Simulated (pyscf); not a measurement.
A first-order saddle from PySCF, ωB97X-D3(BJ)/def2-SVP:

```xyz
4

B      0.2120     1.0668    -0.1925
O      1.2018     1.7524    -0.2047
H     -1.1695     0.2013    -0.1882
H     -1.9017    -0.2240    -0.1913
```
Charge 0, spin multiplicity 2.

Surface: doublet, charge 0. Lowest wavenumbers (cm⁻¹): 532i, 89, 803, 803, 1963.

Problem. Which two sides does it connect, and which bonds change?

Solution. `[BH]=[O]` + `[H]` [doublet] ⇌ `[B]=[O]` [doublet] + `[H][H]`, a hydrogen abstraction read from left to right: B–H broken and H–H formed. At ωB97M-D3(BJ)/def2-TZVP it lies +60.0 kJ/mol from the left side and +17.1 kJ/mol from the right (each side as separated species at their lowest minima found). One saddle was located; it need not be the lowest between these sides. The angle at the transferred H is 178°.
